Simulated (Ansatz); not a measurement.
We consider zinc-blende HgTe, described by Hartree–Fock (PAW; Ansatz, an electronic-structure program).

Settings: plane-wave cutoff 460 eV, 8×8×8 k mesh, Fermi–Dirac smearing 0.01 eV, scalar-relativistic PAW data made under PBE.

Cell (measured lattice):

```xyz
2
Lattice="0.0000 -3.2265 3.2265 3.2265 -3.2265 0.0000 3.2265 0.0000 3.2265" Properties=species:S:1:pos:R:3 pbc="T T T"
Hg     0.0000     0.0000     0.0000
Te     1.6133    -1.6133     1.6133
```

What does this level give for the band gap?


* **band gap**: 5.52 eV (on the SCF k mesh)

Note: cell and atoms aren't relaxed at this level (pressure 6.3 GPa).

Spin–orbit coupling is not included; with these elements it can move the gap by several tenths of an eV or more.

Computed values are for the static lattice.

The result took about 8 core-minutes (a rough figure).
